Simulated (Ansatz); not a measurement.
## CH$_{6}$Si, singlet: cost against accuracy

Geometry (MP2(full)/6-31G*, from the G2/97 set):

```yaml
atoms:
  - { symbol: C, position_ang: [0.0000, 0.0000, -1.2762] }
  - { symbol: Si, position_ang: [0.0000, 0.0000, 0.6040] }
  - { symbol: H, position_ang: [0.0000, -1.0198, -1.6681] }
  - { symbol: H, position_ang: [-0.8831, 0.5099, -1.6681] }
  - { symbol: H, position_ang: [0.8831, 0.5099, -1.6681] }
  - { symbol: H, position_ang: [0.0000, 1.3912, 1.1270] }
  - { symbol: H, position_ang: [-1.2048, -0.6956, 1.1270] }
  - { symbol: H, position_ang: [1.2048, -0.6956, 1.1270] }
```

Measured, as an electronic atomization energy: 2624.2 kJ/mol (G2/97 heats of formation of molecule and atoms, with zero-point and thermal terms from B3LYP taken off; Curtiss et al., J. Chem. Phys. 106, 1063 (1997), Staroverov et al., J. Chem. Phys. 119, 12129 (2003)). The measured value holds scalar relativity and spin–orbit coupling, which all computed ones lack, and core correlation, which the wave-function levels lack. Atoms are taken at the same level; beside RHF, RMP2 and RCC rows they are unrestricted. The atoms' steps beyond CCSDT(Q) are taken from restricted open-shell runs, which share full CI's core. Ansatz 0.2.0; the 6-31G* set has Cartesian d functions; a miss is computed less measured; times are wall times on shared hosts and scatter by a factor of two or so.

```json
{"level": "RHF", "basis": "cc-pV(D+d)Z", "miss (kJ/mol)": "-611.2", "time of the run": "0.51 s", "hardware": "1 CPU thread"}
{"level": "RMP2", "basis": "cc-pV(D+d)Z", "miss (kJ/mol)": "-187.3", "time of the run": "–", "hardware": "–"}
{"level": "RCCSD(T)", "basis": "cc-pV(D+d)Z", "miss (kJ/mol)": "-167.9", "time of the run": "1.1 s", "hardware": "1 CPU thread"}
{"level": "RCCSDT(Q)", "basis": "cc-pV(D+d)Z", "miss (kJ/mol)": "-166.9", "time of the run": "9.5 s", "hardware": "H100 + 5 CPU threads"}
{"level": "RCCSDTQ", "basis": "cc-pV(D+d)Z", "miss (kJ/mol)": "-166.9", "time of the run": "52 s", "hardware": "H100 + 5 CPU threads"}
{"level": "RHF", "basis": "cc-pV(T+d)Z", "miss (kJ/mol)": "-579.7", "time of the run": "1.5 s", "hardware": "1 CPU thread"}
{"level": "RMP2", "basis": "cc-pV(T+d)Z", "miss (kJ/mol)": "-67.5", "time of the run": "–", "hardware": "–"}
{"level": "RCCSD(T)", "basis": "cc-pV(T+d)Z", "miss (kJ/mol)": "-48.1", "time of the run": "8.5 s", "hardware": "H100 + 5 CPU threads"}
{"level": "RCCSDT(Q)", "basis": "cc-pV(T+d)Z", "miss (kJ/mol)": "-48.1", "time of the run": "29 s", "hardware": "H100 + 5 CPU threads"}
{"level": "RHF", "basis": "cc-pV(Q+d)Z", "miss (kJ/mol)": "-574.8", "time of the run": "6 s", "hardware": "1 CPU thread"}
{"level": "RMP2", "basis": "cc-pV(Q+d)Z", "miss (kJ/mol)": "-31.4", "time of the run": "–", "hardware": "–"}
{"level": "RCCSD(T)", "basis": "cc-pV(Q+d)Z", "miss (kJ/mol)": "-13.5", "time of the run": "9.5 s", "hardware": "H100 + 5 CPU threads"}
```

HF's time is that of a plain UHF run. A dash: the level came out of a higher level's run.

A composite of the best parts (restricted reference, at this geometry, which isn't the minimum of the high levels):

| part | kJ/mol |
| --- | --- |
| Hartree–Fock limit (T, Q; exp(−5.46 √X)) | 2050.88 |
| CCSD(T) correlation limit (T, Q; X⁻³) | 583.03 |
| CCSDT − CCSD(T) (TZ) | -0.80 |
| (Q) (TZ) | 0.79 |
| CCSDTQ − CCSDT(Q) (DZ) | 0.03 |
| sum | 2633.9 |
| sum less measured | 9.7 |
